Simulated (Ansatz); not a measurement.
`NC/C=C\F` → `CC(F)C=N`  (isomerisation)

Program: Ansatz. Geometries: PBE0-D4/def2-TZVP. ΔE: electronic, gas phase. CCSD(T)/CBS is the MP2 limit (def2-TZVPP, def2-QZVPP) plus CCSD(T) − MP2 in def2-TZVPP, frozen cores. DFT in def2-TZVPP. B3LYP here is the variant with VWN-RPA as its local correlation; programs differ in this. One conformer a species, not always the lowest.

| level | ΔE (kJ/mol) | difference from CCSD(T)/CBS |
| --- | --- | --- |
| PBE0-D4 | -33.4 | 3.4 |
| B3LYP-D4 | -35.7 | 1.1 |
| B2PLYP | -37.5 | -0.7 |
| HF/def2-TZVPP | -40.8 | -4.0 |
| SCS-MP2/def2-TZVPP | -40.4 | -3.6 |
| CCSD/def2-TZVPP | -39.6 | -2.8 |
| CCSD(T)/def2-TZVPP | -40.2 | -3.4 |
| SCS-MP2/def2-QZVPP | -38.1 | -1.3 |
| MP2/CBS(def2) | -34.6 | 2.2 |
| CCSD/CBS(def2) | -36.2 | 0.6 |
| CCSD(T)/CBS | -36.8 | 0 |

Largest T1 diagnostic among the species: 0.011.
